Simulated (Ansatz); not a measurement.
Rock-salt BaS, treated with revPBE (PAW; Ansatz, an electronic-structure program).

Settings: plane-wave cutoff 520 eV, 10×10×10 k mesh, Fermi–Dirac smearing 0.01 eV, scalar-relativistic PAW data made under PBE.

A third-order Birch–Murnaghan fit to the energies gives V0 = 34.155 Å³/atom, B0 = 38.1 GPa, B′ = 4.5.

```tsv
V (Å³/atom)	P (GPa)
32.106	2.708
32.789	1.704
33.472	0.805
34.155	-0.001
34.838	?
35.522	?
36.205	?
```

Question: Estimate the withheld pressures from this fit; the answers are the runs' own values.

Answer: 
- 34.838, P (GPa): -0.723
- 35.522, P (GPa): -1.371
- 36.205, P (GPa): -1.953

The formula P = (3/2) B0 (x^(7/3) − x^(5/3)) [1 + (3/4)(B′ − 4)(x^(2/3) − 1)] with x = V0/V meets the computed pressures within 0.01 GPa when these rounded values are put in.

Measured, for comparison: equilibrium volume per atom 32.60 Å³/atom (room temperature, no zero-point or thermal correction; as tabulated in Lucero et al. (2012), arXiv:1111.4515). Computed (rounded) less measured: equilibrium volume per atom +4.8 %.

Spin–orbit coupling is not included.

Static lattice: no zero-point or thermal effects.
